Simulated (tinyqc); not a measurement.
Worked calculation: CCSD on RHF in the sto-3g basis, frozen core, for H2F+, spin multiplicity 1. One step of it, computed by the program tinyqc.

Task: Orthogonalisation. S = U s U^T; symmetric (Loewdin) form X = U s^(-1/2) U^T, so that X^T S X = 1.

overlap S, lower triangle:
```
           1F 1s     1F 2s    1F 2px     1F 2py    1F 2pz     2H 1s     3H 1s
1F 1s   1.000000
1F 2s   0.237990  1.000000
1F 2px  0.000000  0.000000  1.000000
1F 2py  0.000000  0.000000  0.000000   1.000000
1F 2pz  0.000000  0.000000  0.000000   0.000000  1.000000
2H 1s   0.026718  0.296043  0.000000   0.218844  0.131480  1.000000
3H 1s   0.026718  0.296043  0.000000  -0.218844  0.131480  0.116503  1.000000
```

Give: eigenvalues of S; X.

Result:

eigenvalues of S: 0.5487  0.6268  0.9095  1.0000  1.0834  1.2567  1.5750

X, lower triangle:
```
          1F 1s    1F 2s  1F 2px   1F 2py   1F 2pz    2H 1s   3H 1s
1F 1s    1.0232
1F 2s   -0.1317   1.0956
1F 2px   0.0000   0.0000  1.0000
1F 2py   0.0000   0.0000  0.0000   1.0432
1F 2pz  -0.0036   0.0318  0.0000   0.0000   1.0138
2H 1s    0.0148  -0.1586  0.0000  -0.1289  -0.0690   1.0677
3H 1s    0.0148  -0.1586  0.0000   0.1289  -0.0690  -0.0442  1.0677
```
